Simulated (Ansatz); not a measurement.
Geometry optimisation, RKS BHLYP-D4/6-31G* (Ansatz).

Input file:

```yaml
crystal:
  periodic: [false, false, false]
  atoms:
    - { symbol: Al, position_ang: [0.100951, 0.535822, -0.031453] }
    - { symbol: H, position_ang: [-0.277557, 0.081079, 1.42313] }
    - { symbol: H, position_ang: [1.532069, 1.119884, -0.331616] }
    - { symbol: H, position_ang: [-1.033625, 0.482654, -1.127018] }
    - { symbol: O, position_ang: [0.294607, -2.356029, 0.595958] }
    - { symbol: Si, position_ang: [-0.744024, -3.547408, 0.107544] }
    - { symbol: H, position_ang: [0.024818, -4.787095, -0.081332] }
    - { symbol: H, position_ang: [-1.793939, -3.756821, 1.124205] }
    - { symbol: H, position_ang: [-1.384033, -3.181216, -1.169305] }
    - { symbol: H, position_ang: [0.009034, -1.76217, 1.321387] }
basis:
  gaussian: { orbitals: "6-31G*" }
hamiltonian:
  xc: { name: BHLYP }
  dispersion: d4
relax:
  f_tol: 0.03
  max_steps: 50
```

Launched with:

```bash
$ ansatz run input.yaml --threads 1 --pin off --max-ram 2048MiB --backend cpu --events-out ev --progress --plain --runs-dir out
```

Q: Where does it end, and by what steps?

A: The run converged. The force dipped under the threshold on the way, but the program's further checks kept it going. After 23 steps the energy has fallen by 0.781 eV; H4 moved furthest, 1.01 Å. Joined: Al1–O5 (2.97 → 1.99 Å).

```tsv
step	energy less start (eV)	largest force component (eV/Å)	accepted
0	0.0000	1.080	yes
1	-0.1793	1.106	yes
2	-0.3775	1.480	yes
3	-0.5363	1.682	yes
4	-0.6253	1.274	yes
5	-0.6855	0.620	yes
6	-0.7022	0.454	yes
7	-0.7426	0.327	yes
8	-0.7515	0.046	yes
9	-0.7530	0.241	yes
10	-0.7600	0.151	yes
11	-0.7669	0.041	yes
12	-0.7694	0.215	yes
13	-0.7713	0.144	yes
14	-0.7753	0.052	yes
15	-0.7764	0.036	yes
16	-0.7725	0.592	no
17	-0.7775	0.013	yes
18	-0.7786	0.120	yes
19	-0.7790	0.166	yes
20	-0.7795	0.183	yes
21	-0.7802	0.141	yes
22	-0.7805	0.060	yes
23	-0.7810	0.021	yes
```

```xyz
10
Properties=species:S:1:pos:R:3
Al -0.139 -0.001 0.181
H -0.355 0.514 1.673
H 1.169 0.490 -0.578
H -1.435 -0.331 -0.694
O 0.254 -1.924 0.538
Si -0.735 -3.191 -0.035
H -0.087 -4.417 0.462
H -2.082 -3.058 0.527
H -0.726 -3.135 -1.497
H 0.863 -2.118 1.253
```

Whether the end is a true minimum wasn't checked by a vibrational analysis.

Run time: 44 s on 1 thread of Intel(R) Xeon(R) 6975P-C (Granite Rapids) (shared host), peak memory 0.15 GiB.
